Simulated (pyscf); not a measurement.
PySCF, gas phase, ωB97X-D3(BJ)/def2-SVP geometries.

Task: For H₂N–GeH₃ + hydrogen (H₂) → germane (GeH₄) + ammonia (NH₃), a four-centre exchange (singlet surface; Ge–N, H–H broken, Ge–H, H–N formed), PBE/def2-TZVP gives ΔE‡ = 38.9 kcal/mol and ΔE = -6.9 kcal/mol (zero: the separated reactants). In which direction and how far do B3LYP-D3(BJ)/def2-TZVP, M06-2X/def2-TZVP, ωB97M-D3(BJ)/def2-TZVP move these?

Result: B3LYP-D3(BJ): ΔE‡ = 43.9 kcal/mol, ΔE = -6.1 kcal/mol; M06-2X: ΔE‡ = 46.5 kcal/mol, ΔE = -1.8 kcal/mol; ωB97M-D3(BJ): ΔE‡ = 44.5 kcal/mol, ΔE = -6.6 kcal/mol. PBE's barrier lies under all of them, by 5.0 to 7.6 kcal/mol. Its reaction energy lies under all of them, by 0.3 to 5.1 kcal/mol. Low barriers are usual for a GGA, whose delocalisation error favours stretched bonds. This is the saddle that the search found; another between the same sides may lie lower. Elements up to Kr have no core potential and no relativistic terms here.
